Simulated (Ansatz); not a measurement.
# O₂, singlet in 6-31G: errors against full CI

Geometry: a point of a stretch scan, not a stationary point.

```yaml
atoms:
  - { symbol: O, position_ang: [0.0000, 0.0000, 0.0000] }
  - { symbol: O, position_ang: [0.0000, 0.0000, 1.6240] }
```

Basis 6-31G; Ansatz 0.2.0. Correlated methods freeze the noble-gas cores, which leaves 12 electrons in 16 orbitals. Prefix R: restricted or restricted open-shell reference; prefix U: unrestricted. Active spaces: pair = (2e, 2o) about the gap; valence = (12e, 8o) chosen from the atoms' valence shells.

Full CI is exact within this basis and frozen core; it isn't the basis-set limit. The frozen core follows each run's orbitals, which can shift R against U totals by a few meV.

HF rows are the lowest solutions found. Coupled cluster chose its determinant by trial CCSD, here up to 0.49 eV above the lowest Hartree–Fock solution of its kind, and MP2 stands on that determinant too. The determinant fills πx and πy unequally, so it is a mixture of Σ and Δ, which weighs on every level built on one determinant.

- UHF ⟨S²⟩: 1.609
- T1 diagnostic (RCCSD): 0.0235
- largest doubles amplitude (RCCSD): 0.399

```csv
level,E − E(full CI) (mEh),share of correlation (%),wall time
UHF†,197.24,–,–
RMP2,-30.69,107.70,–
UMP2†,69.00,–,–
RCCSD*,33.68,91.55,–
UCCSD*†,8.82,–,–
RCCSD(T)*,8.65,97.83,0.54 s
UCCSD(T)*†,-0.89,–,1.4 s
BCCD(T)*,8.40,97.89,0.6 s
RCCSDT*,12.48,96.87,–
UCCSDT*†,-12.74,–,–
RCCSDT(Q)*,0.22,99.95,1.9 s
UCCSDT(Q)*†,-22.45,–,9 s
RCCSDTQ*,1.81,99.55,19 s
UCCSDTQ*†,-21.61,–,2.4 min
CASSCF (valence space),136.61,65.72,–
NEVPT2 (valence space),30.85,92.26,0.3 s
MRCISD (valence space),7.72,98.06,–
MRCISD+Q (valence space),2.39,99.40,1.2 s
```

An asterisk marks runs whose energy the program itself flagged as in doubt. A dagger marks rows that describe another state than the reference (another or a broken symmetry, a higher spin or other natural occupations), so the difference isn't the method's error.

The correlation energy at full CI, counted from the determinant under the R cluster runs, is -10.843 eV. That run took 2.1 min on 1 thread of Arm Neoverse V2, shared host over 8,014,464 determinants.

Run but not shown, since their state, orbitals or frozen core can't be matched to the reference's or they repeat it: RHF, CISD, CISDTQ, CASSCF (pair space), NEVPT2 (pair space).

Times hold each run's SCF and search for its determinant on a shared host, so for small cases they say little of a method's own cost; they ran on 1 thread of Arm Neoverse V2. Some runs computed forces too.

Not variational, and here over 5 meV under the exact energy: RMP2.

Unrestricted levels hold only the spin's projection, and here they fall towards a lower state of higher spin.

The full-CI state has the irrep B1g of D2h, in the program's axes (one component, if the state is degenerate).

Natural occupations of full CI about the gap: 1.831 1.802 1.802 1.173 1.173 0.169 0.015 0.015 0.011 0.009; effectively unpaired electrons, Σ n²(2−n)², 2.33. No single determinant describes this state well, so single-reference rows can miss without a flag.
